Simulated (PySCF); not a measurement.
Species: C3H3F3.
Numbering: `[F:1][CH2:2][CH:3]=[C:4]([F:5])[F:6]` (hydrogens: H7, H8 on C2; H9 on C3)

Geometry (PBE0-D3(BJ)/def2-SVP, Å), atoms numbered from 1 in this order:
```
atom  x, y, z in Å
F1    -1.666   -0.146    1.330
C2    -1.139   -0.062    0.062
C3     0.235    0.505    0.095
C4     1.320   -0.195   -0.214
F5     1.323   -1.442   -0.617
F6     2.541    0.271   -0.182
H7    -1.806    0.585   -0.535
H8    -1.137   -1.066   -0.390
H9     0.387    1.536    0.420
```

The calculation used core-valence-separated Tamm–Dancoff BHandHLYP/aug-pcX-1 (pcseg-1 on H) in PySCF, non-relativistic, gas phase, PBE0-D3(BJ)/def2-SVP geometry. The energies are unshifted.

The lowest roots of each edge with f over 0.003 (five at most, numbered afresh; weaker and dark ones are left out), with transition dipoles (au) in the frame of the coordinates:

```tsv
root	edge	E (eV)	μx	μy	μz
1	C	283.46	-0.0077	0.0261	-0.0804
2	C	286.19	0.0153	0.0454	0.0103
3	C	286.76	0.0212	0.0011	-0.0738
4	C	286.95	0.0105	-0.0345	0.1035
5	C	287.14	-0.0192	0.0300	0.0188
6	F	684.78	0.0162	0.0040	-0.0368
7	F	686.48	-0.0060	0.0000	0.0170
8	F	686.78	0.0012	-0.0085	0.0244
9	F	686.81	0.0019	-0.0047	0.0261
10	F	687.14	0.0014	-0.0326	-0.0071
```

Question: What are the oscillator strengths?

Answer: f = (2/3) ΔE |μ|², with ΔE in hartree (27.2114 eV):

| root | ΔE (Eh) | \|μ\|² (au) | f | core hole on |
| --- | --- | --- | --- | --- |
| 1 | 10.4169 | 0.007205 | 0.050 | C3 |
| 2 | 10.5174 | 0.002401 | 0.017 | C3 |
| 3 | 10.5384 | 0.005897 | 0.041 | C2 |
| 4 | 10.5451 | 0.012013 | 0.084 | C4 |
| 5 | 10.5521 | 0.001622 | 0.011 | C3 |
| 6 | 25.1653 | 0.001633 | 0.027 | F1 |
| 7 | 25.2276 | 0.000325 | 0.005 | F1 |
| 8 | 25.2388 | 0.000669 | 0.011 | F6 |
| 9 | 25.2397 | 0.000707 | 0.012 | F5 |
| 10 | 25.2518 | 0.001115 | 0.019 | F5 |

Question: Molecules are fixed in this frame and the field points along x. What effective strengths 3 f cos²θ do the roots have (θ between field and μ)?

Answer: root 1 (C3): 0.001, root 2 (C3): 0.005, root 3 (C2): 0.009, root 4 (C4): 0.002, root 5 (C3): 0.008, root 6 (F1): 0.013, root 7 (F1): 0.002, root 8 (F6): 0.000, root 9 (F5): 0.000, root 10 (F5): 0.000. Root 6 is the strongest. Averaged over all orientations cos²θ is 1/3, which gives f back.

One conformer stands for the species.
